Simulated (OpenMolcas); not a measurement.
# HNO3 (nitric acid): levels of theory compared

We compute a comparison of 6 runs (HF/3-21G, HF/6-31G*, HF/def2-SVP, PBE/cc-pVDZ, B3LYP/6-31G*, TPSSh/6-311G**) of HNO3 (nitric acid). 

Program for the calculation: OpenMolcas 26.06.

1 further run of the same task is left out (set aside as unsound or not needed).

## (1) Starting point

The species is HNO3 (5 atoms), meant as a singlet with charge 0. As SMILES, `O=[N+]([O-])O`. Geometry: relaxed at GFN2-xTB. This is one conformer, not always the lowest.

Bond lengths: O1–N2 1.175 Å, N2–O3 1.185 Å, N2–O4 1.391 Å, O4–H5 0.973 Å. Angles: O1–N2–O3 130.4°, O1–N2–O4 114.4°, O3–N2–O4 115.3°, N2–O4–H5 111.0°.

## (2) Energy and forces at HF/3-21G (run 1)

Input file run.input:

```
* HNO3 Hartree-Fock

&GATEWAY
  BASLIB = $CurrDir
  COORD
  5
  angstrom
  O        1.318740      -0.318760       0.748000
  N        0.260500      -0.302640       0.238440
  O       -0.568430      -1.146740       0.163380
  O       -0.063720       0.904390      -0.372480
  H       -0.947090       0.863740      -0.777330
  BASIS = 3-21G
  GROUP = NoSym

&SEWARD

&SCF
  THRESHOLDS = 1e-10 1e-07 1e-07 1e-05
  PRORBITALS = 1 2

&ALASKA
```

The basis set 3-21G is read from a file made from the Basis Set Exchange's data (not shown).

The run is started by

```bash
$ export MOLCAS_MEM=1860
$ pymolcas run.input > run.log
```

The log of the run:

```text
--- Start Module: gateway ---
[...]
--- Stop Module: gateway /rc=_RC_ALL_IS_WELL_ ---
[...]
      Basis functions           38
[...]
--- Start Module: scf ---
[...]
       Convergence after  16 Iterations
[...]
::    Total SCF energy                               -277.8239288670
[...]
      Total spin, S                                     0.0000000000
[...]
      Total electronic charge=   32.000000
      Total            charge=   -0.000000
[...]
      Dipole Moment (debye):
      Origin of the operator (angstrom)=    0.2171   -0.1959    0.1774
                   X= -2.1136E+00               Y=  1.2174E+00               Z= -1.4660E+00           Total=  2.8458E+00
      Quadrupole Moment (debye*angstrom):
[...]
--- Stop Module: scf /rc=_RC_ALL_IS_WELL_ ---
[...]
--- Start Module: alaska ---
[...]
 *              Molecular gradients               *
 **************************************************
  Irreducible representation: a
 ------------------------------------------------------------------------------------------
                              X                       Y                       Z
 ------------------------------------------------------------------------------------------
  O1               -5.38359639273960E-02   -1.92421884048632E-03   -2.48880487716043E-02
  N2                1.43216663478185E-02   -2.68318484416261E-02    1.69722041317606E-02
  O3                4.68208495036198E-02    4.94504151990167E-02    3.56493467268482E-03
  O4               -7.70774673050445E-03   -3.33407826831102E-02    8.94414912973174E-03
  H5                4.01194806473271E-04    1.26464347661680E-02   -4.59323916258536E-03
 ------------------------------------------------------------------------------------------
--- Stop Module: alaska /rc=_RC_ALL_IS_WELL_ ---
[...]
```

It took 3.3 s on 1 thread of AMD EPYC 7R43 (Zen 3), shared host; peak memory 0.37 GiB.

## (3) Energy and gradient at HF/6-31G(d) (spherical functions) (run 2)

Input file mol.input:

```
* HNO3 Hartree-Fock
&GATEWAY
BASLIB = $CurrDir
COORD
5
bohr
O      2.49205743    -0.60236910     1.41351514
N      0.49227366    -0.57190671     0.45058630
O     -1.07417702    -2.16702454     0.30874345
O     -0.12041335     1.70904941    -0.70388519
H     -1.78974072     1.63223204    -1.46894081
BASIS = 6-31Gs
GROUP = NoSym
&SEWARD
&SCF
THRESHOLDS = 1e-10 1e-07 1e-07 1e-05
PRORBITALS = 1 1
&ALASKA
```

The basis set 6-31G* is read from a file made from the Basis Set Exchange's data (not shown).

The run is started by

```bash
$ export MOLCAS_MEM=1860
$ pymolcas mol.input > mol.log
```

The log of the run:

```text
--- Start Module: gateway ---
[...]
--- Stop Module: gateway /rc=_RC_ALL_IS_WELL_ ---
[...]
      Basis functions           58
[...]
--- Start Module: scf ---
[...]
       Convergence after  16 Iterations
[...]
::    Total SCF energy                               -279.4374749717
[...]
      Total spin, S                                     0.0000000000
[...]
      Total electronic charge=   32.000000
      Total            charge=   -0.000000
[...]
      Dipole Moment (debye):
      Origin of the operator (angstrom)=    0.2171   -0.1959    0.1774
                   X= -1.9808E+00               Y=  1.3379E+00               Z= -1.4484E+00           Total=  2.7949E+00
      Quadrupole Moment (debye*angstrom):
[...]
--- Stop Module: scf /rc=_RC_ALL_IS_WELL_ ---
[...]
--- Start Module: alaska ---
[...]
 *              Molecular gradients               *
 **************************************************
  Irreducible representation: a
 ------------------------------------------------------------------------------------------
                              X                       Y                       Z
 ------------------------------------------------------------------------------------------
  O1                1.33003608978903E-02   -3.11091598889845E-03    7.50094454191519E-03
  N2                1.90594807473816E-02   -2.45439781173067E-02    1.83649086455395E-02
  O3               -7.50126185154976E-03   -3.82525328129191E-03   -2.12627108739194E-03
  O4               -9.32023866498199E-03    1.68449513053002E-02   -1.08112453527900E-02
  H5               -1.55383411287233E-02    1.46351960822003E-02   -1.29283367472017E-02
 ------------------------------------------------------------------------------------------
--- Stop Module: alaska /rc=_RC_ALL_IS_WELL_ ---
[...]
```

Wall time 5.4 s (1 thread of AMD EPYC 7R43 (Zen 3), shared host); peak memory 0.39 GiB.

Run 3 isn't shown in full; the table further down has it.

## (4) Energy and forces at PBE/cc-pVDZ (run 4)

Input file geom.xyz:

```xyz
5

O      1.318740    -0.318760     0.748000
N      0.260500    -0.302640     0.238440
O     -0.568430    -1.146740     0.163380
O     -0.063720     0.904390    -0.372480
H     -0.947090     0.863740    -0.777330
```

Input file mol.input:

```
&GATEWAY
 BASLIB=$CurrDir
 COORD=geom.xyz
 BASIS=cc-pVDZ
 GROUP=NoSym

&SEWARD
 GRIDINPUT
 Grid=UltraFine
 End of Grid

&SCF
 KSDFT=PBE
 THRESHOLDS=1e-10 1e-07 1e-07 1e-05
 PRORBITALS=1 2

&ALASKA
```

The basis set cc-pVDZ is read from a file made from the Basis Set Exchange's data (not shown).

The run is started by

```bash
$ export MOLCAS_MEM=1860
$ pymolcas mol.input > mol.log
```

The log of the run:

```text
--- Start Module: gateway ---
[...]
--- Stop Module: gateway /rc=_RC_ALL_IS_WELL_ ---
[...]
      Basis functions           61
[...]
--- Start Module: scf ---
[...]
       Convergence after  18 Iterations
[...]
::    Total KS-DFT energy                            -280.6452972100
[...]
      Total spin, S                                     0.0000000000
[...]
      Total electronic charge=   32.000000
      Total            charge=   -0.000000
[...]
      Dipole Moment (debye):
      Origin of the operator (angstrom)=    0.2171   -0.1959    0.1774
                   X= -1.6674E+00               Y=  1.0475E+00               Z= -1.1895E+00           Total=  2.3005E+00
      Quadrupole Moment (debye*angstrom):
[...]
--- Stop Module: scf /rc=_RC_ALL_IS_WELL_ ---
[...]
--- Start Module: alaska ---
[...]
 *              Molecular gradients               *
 **************************************************
  Irreducible representation: a
 ------------------------------------------------------------------------------------------
                              X                       Y                       Z
 ------------------------------------------------------------------------------------------
  O1               -5.54384012986624E-02   -5.67204344375394E-03   -2.42322905553909E-02
  N2                2.07315427883104E-02   -1.25201674230331E-02    1.46068051715127E-02
  O3                4.39677512659991E-02    4.63807435819703E-02    3.36887245071438E-03
  O4               -2.02352812823849E-02   -4.23777573673192E-02    6.40370848434024E-03
  H5                1.09743885267077E-02    1.41892246520741E-02   -1.47095551141785E-04
 ------------------------------------------------------------------------------------------
--- Stop Module: alaska /rc=_RC_ALL_IS_WELL_ ---
[...]
```

Wall time 20 s (1 thread of AMD EPYC 7R43 (Zen 3), shared host); peak memory 0.39 GiB.

Run 5 isn't shown in full; the table further down has it.

## (5) Energy and forces at TPSSh/6-311G(d,p) (run 6)

Input file calc.input:

```
>>> EXPORT MOLCAS_PRINT=2

&GATEWAY
  BasLib=$CurrDir
  Coord
  5
  angstrom
  O        1.318740      -0.318760       0.748000
  N        0.260500      -0.302640       0.238440
  O       -0.568430      -1.146740       0.163380
  O       -0.063720       0.904390      -0.372480
  H       -0.947090       0.863740      -0.777330
  Basis=6-311Gss
  Group=NoSym

&SEWARD
  GridInput
  Grid=UltraFine
  End of Grid

&SCF
  KSDFT=HYB_MGGA_XC_TPSSH
  Thresholds=1e-10 1e-07 1e-07 1e-05
  PrOrbitals=1 2

&ALASKA
```

The basis set 6-311G** is read from a file made from the Basis Set Exchange's data (not shown).

The run is started by

```bash
$ export MOLCAS_MEM=1860
$ pymolcas calc.input > calc.log
```

The log of the run:

```text
--- Start Module: gateway ---
[...]
--- Stop Module: gateway /rc=_RC_ALL_IS_WELL_ ---
[...]
      Basis functions           78
[...]
--- Start Module: scf ---
[...]
       Convergence after  15 Iterations
[...]
::    Total KS-DFT energy                            -280.9661208361
[...]
      Total spin, S                                     0.0000000000
[...]
      Total electronic charge=   32.000000
      Total            charge=   -0.000000
[...]
      Dipole Moment (debye):
      Origin of the operator (angstrom)=    0.2171   -0.1959    0.1774
                   X= -1.7800E+00               Y=  1.0798E+00               Z= -1.2552E+00           Total=  2.4310E+00
      Quadrupole Moment (debye*angstrom):
[...]
--- Stop Module: scf /rc=_RC_ALL_IS_WELL_ ---
[...]
--- Start Module: alaska ---
[...]
 *              Molecular gradients               *
 **************************************************
  Irreducible representation: a
 ------------------------------------------------------------------------------------------
                              X                       Y                       Z
 ------------------------------------------------------------------------------------------
  O1               -3.74158801308297E-02   -4.76677506125789E-03   -1.60004642134677E-02
  N2                1.67102053192565E-02   -9.51189129480001E-03    1.15559850685771E-02
  O3                3.15241033341849E-02    3.45707074232227E-02    1.91637993157689E-03
  O4               -1.13940019353901E-02   -3.38378422436740E-02    7.37871700517179E-03
  H5                5.75573412753272E-04    1.35458011764865E-02   -4.85061779183127E-03
 ------------------------------------------------------------------------------------------
--- Stop Module: alaska /rc=_RC_ALL_IS_WELL_ ---
[...]
```

It took 29 s on 1 thread of AMD EPYC 7R43 (Zen 3), shared host; peak memory 0.44 GiB.

## (6) The series

```csv
run,level,integration grid,Cartesian functions,energy (Eh),dipole moment (D),HOMO energy (eV),LUMO energy (eV),wall time
1,HF/3-21G,–,no,-277.823929,2.85,-13.02,2.67,3.3 s
2,HF/6-31G* (spherical functions),–,no,-279.437475,2.79,-13.50,3.01,5.4 s
3,HF/def2-SVP,–,no,-279.221444,2.82,-13.58,2.77,5.4 s
4,PBE/cc-pVDZ,UltraFine,no,-280.645297,2.30,-7.06,-2.24,20 s
5,B3LYP/6-31G* (Cartesian functions),UltraFine,yes,-280.873324,2.45,-8.81,-1.62,20 s
6,TPSSh/6-311G**,UltraFine,no,-280.966121,2.43,-8.29,-2.11,29 s
```

## (7) Results

| quantity | value |
| --- | --- |
| run 6: total energy | -280.96612 Eh |
| run 6: dipole moment | 2.43 D |
| run 6: HOMO energy | -8.29 eV |
| run 6: LUMO energy | -2.11 eV |
| run 6: HOMO–LUMO gap | 6.18 eV |
| run 6: largest force on an atom | 2.408 eV/Å |

The dipole moment (its size) runs from 2.30 D (PBE/cc-pVDZ) to 2.85 D (HF/3-21G). The two ends differ in method and basis. The HOMO–LUMO gap runs from 4.82 eV (PBE/cc-pVDZ) to 16.50 eV (HF/6-31G*). Totals of different functionals can't be ranked against each other. All runs together took 84 s, the longest 29 s.
